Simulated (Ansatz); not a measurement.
## BN (boron nitride): a two-point extrapolation

The species is BN (2 atoms), meant as a triplet with charge 0. SMILES: `B#N`. Geometry: relaxed at PBE0-D4/def2-TZVP.

```xyz
2

B     0.0000    0.0000   -0.0235
N     0.0000    0.0000    1.2919
```

CCSD(T) energies, 2 core orbitals frozen (Ansatz 0.2.0):

```tsv
basis	X	functions	Hartree–Fock (Eh)	correlation (Eh)
cc-pwCVDZ	2	36	-78.997848	-0.213098
cc-pwCVTZ	3	86	-79.016216	-0.255651
cc-pwCVQZ	4	168	-79.020987	-0.267407
```

The correlation energy converges as X⁻³, the Hartree–Fock energy about exponentially.

Q: Extrapolate to the complete basis.

A: 
1. Correlation: E(∞) = (4³ E(4) − 3³ E(3))/(4³ − 3³) = (64 × (-0.267407) − 27 × (-0.255651))/37 = -0.275986 Eh.
2. Hartree–Fock: successive steps shrink by 0.260; summing the geometric tail gives -79.020987 + (-0.004771) × 0.260/(1 − 0.260) = -79.022661 Eh.
3. Total: -79.022661 + (-0.275986) = -79.298647 Eh.
4. cc-pwCVQZ holds 96.9 % of the extrapolated correlation energy, cc-pwCVTZ 92.6 %.

This is an estimate of the method's limit, not an exact energy.
